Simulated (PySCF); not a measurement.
Compound: trans-2,3-dimethylthiirane, C4H8S.
Numbering: `[CH3:1][C@@H:2]1[S:3][C@H:4]1[CH3:5]` (hydrogens: H6, H7, H8 on C1; H9 on C2; H10 on C4; H11, H12, H13 on C5)

The same species was optimised twice, with GFN2-xTB and with PBE0-D3(BJ)/def2-SVP (PySCF), and the same property calculations (PySCF, gas phase) were run on both structures.

```
    coordinate  GFN2-xTB  PBE0-D3(BJ)/def2-SVP  change
    C5–H13 (Å)     1.090                 1.103  +0.013
     C1–H6 (Å)     1.090                 1.103  +0.013
     C1–H7 (Å)     1.088                 1.100  +0.012
    C5–H11 (Å)     1.088                 1.100  +0.012
     C1–H8 (Å)     1.088                 1.100  +0.012
    C5–H12 (Å)     1.088                 1.100  +0.012
    C4–H10 (Å)     1.086                 1.098  +0.012
     C2–H9 (Å)     1.086                 1.098  +0.012
     S3–C4 (Å)     1.813                 1.821  +0.008
     C2–S3 (Å)     1.813                 1.821  +0.008
     C2–C4 (Å)     1.483                 1.481  -0.002
     C4–C5 (Å)     1.503                 1.503   0.000
     C1–C2 (Å)     1.503                 1.503   0.000
 C2–C4–H10 (°)     116.3                 114.9    -1.4
  C4–C2–H9 (°)     116.3                 115.0    -1.3
  C2–C1–H6 (°)     109.6                 110.4    +0.8
 C4–C5–H13 (°)     109.6                 110.4    +0.8
  H6–C1–H8 (°)     108.5                 107.9    -0.6
H12–C5–H13 (°)     108.5                 107.9    -0.6
H11–C5–H12 (°)     108.6                 108.0    -0.6
  H7–C1–H8 (°)     108.6                 108.0    -0.6
```

Rotational constants: A = 5513, B = 3519, C = 2398 MHz (GFN2-xTB) against A = 5429, B = 3516, C = 2381 MHz (PBE0-D3(BJ)/def2-SVP). Point groups within 0.08 Å: C2 and C2.

On the GFN2-xTB structure: HOMO (eV) -6.39 [PBE0/pcSseg-1]; LUMO (eV) 0.52 [PBE0/pcSseg-1]; dipole (D) 2.25 [PBE0/pcSseg-1]; GIAO shielding of C1/C5 (mean) (ppm) 162.6 [PBE0/pcSseg-1]; GIAO shielding of C2/C4 (mean) (ppm) 145.3 [PBE0/pcSseg-1]; GIAO shielding of S3 (ppm) 646.5 [PBE0/pcSseg-1].

Task: What do these properties become on the PBE0-D3(BJ)/def2-SVP structure?

Result: 
| property | level | on GFN2-xTB | on PBE0-D3(BJ)/def2-SVP | change |
| --- | --- | --- | --- | --- |
| HOMO (eV) | PBE0/pcSseg-1 | -6.39 | -6.42 | -0.03 |
| LUMO (eV) | PBE0/pcSseg-1 | 0.52 | 0.45 | -0.07 |
| dipole (D) | PBE0/pcSseg-1 | 2.25 | 2.27 | +0.02 |
| energy, GFN2-xTB geometry as zero (kcal/mol) | PBE0/pcSseg-1 | 0.0 | -0.3 | -0.3 |
| GIAO shielding of C1/C5 (mean) (ppm) | PBE0/pcSseg-1 | 162.6 | 160.6 | -2.0 |
| GIAO shielding of C2/C4 (mean) (ppm) | PBE0/pcSseg-1 | 145.3 | 142.9 | -2.4 |
| GIAO shielding of S3 (ppm) | PBE0/pcSseg-1 | 646.5 | 643.7 | -2.8 |

The heavy atoms differ by 0.007 Å rms after alignment. Among all bonds C1–H6, C1–H7, C1–H8, C2–H9, C4–H10, C5–H11, C5–H12 and C5–H13 change most and about equally (+0.012 to +0.013 Å). Changes are differences of the printed values. Neither structure is proved a minimum here.
